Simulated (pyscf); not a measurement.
Structures and frequencies: ωB97X-D3(BJ)/def2-SVP in PySCF.

Q: Estimate the classical barrier height and the reaction energy of `[F][Si]([SiH2])([SiH3])[SiH3]` [doublet] + `[H][H]` → `[F][Si]([SiH3])([SiH3])[SiH3]` + `[H]` [doublet] at B3LYP-D3(BJ)/def2-TZVP. The step runs on the doublet surface, breaks H–H and forms H–Si; take the separated reactants as zero.

A: ΔE‡ = 18.8 kcal/mol, ΔE = +19.1 kcal/mol. ωB97M-D3(BJ)/def2-TZVP gives 19.6 kcal/mol and +15.6 kcal/mol. Zero-point energy shifts the barrier by -1.0 kcal/mol. It is a hydrogen abstraction, with an imaginary mode of 879i cm⁻¹. At B3LYP-D3(BJ) this geometry lies under the product side: in single points on another level's saddle the reverse barrier vanishes, and the forward threshold there is about the reaction energy. F–Si(SiH₂•)(SiH₃)–SiH₃ lies 8.3 kcal/mol over its isomer F–SiH₂–Si•(SiH₃)–SiH₃ (electronic energy, ωB97M-D3(BJ)/def2-TZVP). One saddle was located; it need not be the lowest between these sides. The angle at the transferred H is 179°.
